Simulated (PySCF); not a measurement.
Stepwise substitution at one centre (Al F-H). Isolated molecules, 0 K electronic values unless said otherwise. Strings in code marks are SMILES.

The vertical ionisation energy (Delta-SCF) from two functionals at the same geometries (B3LYP-D3(BJ)/def2-TZVP), both in PySCF: PBE-D3(BJ)/def2-TZVP and ωB97X-D3(BJ)/def2-TZVP. Delta-SCF ions had no search for a lower state. 

| species | ωB97X-D3(BJ)/def2-TZVP (eV) |
|---|---|
| 0 of 3 F replaced by H (`[F][Al]([F])[F]`) | 14.92 |
| 1 of 3 F replaced by H | 13.32 |
| 2 of 3 F replaced by H (`[F][AlH2]`) | 11.80 |

Problem. What does PBE-D3(BJ)/def2-TZVP give for each?

Solution. 
- 0 of 3 F replaced by H (`[F][Al]([F])[F]`): 13.52
- 1 of 3 F replaced by H: 12.54
- 2 of 3 F replaced by H (`[F][AlH2]`): 11.13
Over these rows, drawn at random from the members with no instability flagged (it was tested for open shells, ions and some series alone), PBE minus ωB97X-D3(BJ): mean -0.95 eV, from -1.40 eV to -0.67 eV.
